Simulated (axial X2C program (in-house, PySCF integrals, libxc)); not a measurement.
# Nuclear properties of SiP⁻

Computed with an in-house all-electron X2C program for linear molecules (integrals from PySCF): two-component X2C with atomic mean-field Coulomb and Gaunt terms, Gaussian nuclei, basis P dyall-av3z, Si dyall-av3z with contracted cores.

R = 2.010 Å (near the PBE0 minimum at charge -1 of the determinant lowest at the starting distance; the state shown can have its own minimum elsewhere).

Determinant lowest in the PBE0 search, Ω = 0 (closed shell), highest spinor 55% P p, 34% Si p, 5% Si d:

| level | qzz P (a.u.) | qzz Si (a.u.) |
| --- | --- | --- |
| PBE0 | -1.15 | -1.45 |
| HF | -1.31 | -1.71 |
| B3LYP | -1.17 | -1.46 |
| LDA | -1.12 | -1.37 |
| BHandHLYP | -1.23 | -1.57 |

qzz is the electric field gradient, eQq0 = 234.96 MHz × Q/barn × qzz. The operators were transformed with the bare-nucleus X2C matrices; with these basis sets, hyperfine constants and field gradients can be off by tens of per cent, and where levels differ in sign neither size nor sign is settled.

Each state is one determinant with collinear spin. For an anion, determinants above electron detachment, or with a positive highest level, are held by the basis set. The search compared states at one distance, so a state with another bond length can lie lower.
